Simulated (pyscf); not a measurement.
This saddle point was located with ωB97X-D3(BJ)/def2-SVP in PySCF.

```xyz
6

Sb    -1.6442    -1.2884     0.9890
F     -2.0109     0.8340     0.8681
F     -1.9154    -1.5510    -0.8792
F     -3.5443    -1.3061     1.3201
Cl     0.4688     0.2668     0.3383
H     -0.9729     0.9837     0.5847
```

Surface: singlet, charge 0. Lowest wavenumbers (cm⁻¹): 268i, 74, 141, 186, 234.

Q: What reaction is this the transition state of?

A: F–Sb(F)–F (SMILES [F][Sb]([F])[F]) + HCl (SMILES Cl) <-> F–Sb(F)–Cl (SMILES [F][Sb]([F])[Cl]) + HF (SMILES F), a four-centre exchange read from left to right: F–Sb, Cl–H broken and Cl–Sb, F–H formed. At ωB97M-D3(BJ)/def2-TZVP it lies +11.4 kcal/mol from the left side and +12.3 kcal/mol from the right (each side as separated species at their lowest minima found). On the reactant side the descent ends in a complex, 5.4 kcal/mol under the separated species and 14.4 kcal/mol under the saddle at ωB97X-D3(BJ)/def2-TZVP. On the product side the descent ends in a complex (not fully relaxed), 6.3 kcal/mol under the separated species and 19.0 kcal/mol under the saddle at ωB97X-D3(BJ)/def2-TZVP. At ωB97X-D3(BJ)/def2-TZVP the barrier from the zero used here is 9.0 kcal/mol. This is the saddle that the search found; another between the same sides may lie lower. Elements past Kr carry the def2 core potentials, without spin-orbit coupling.
